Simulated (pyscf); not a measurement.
Optimised with ωB97X-D3(BJ)/def2-SVP in PySCF.

Problem. For the elementary gas-phase step H₃C–Re(=O)(=O)=O + CH₄ -> H₃C–Re(CH₃)(=O)(=O)–OH (singlet surface; C–H broken, C–Re, H–O formed), what barrier and reaction energy does ωB97M-D3(BJ)/def2-TZVP give, measured from the separated reactants?

Solution. ΔE‡ = 56.2 kcal/mol, ΔE = +17.1 kcal/mol. Zero-point energy shifts the barrier by -0.8 kcal/mol. It is an addition across a multiple bond or ene-type step, with an imaginary mode of 1756i cm⁻¹. On the product side the descent ends in a point that may be a rotor saddle (no frequency run), 1.1 kcal/mol over the lowest minimum found and 38.5 kcal/mol under the saddle at ωB97X-D3(BJ)/def2-TZVP. One saddle was located; it need not be the lowest between these sides. Elements past Kr carry the def2 core potentials, without spin-orbit coupling.
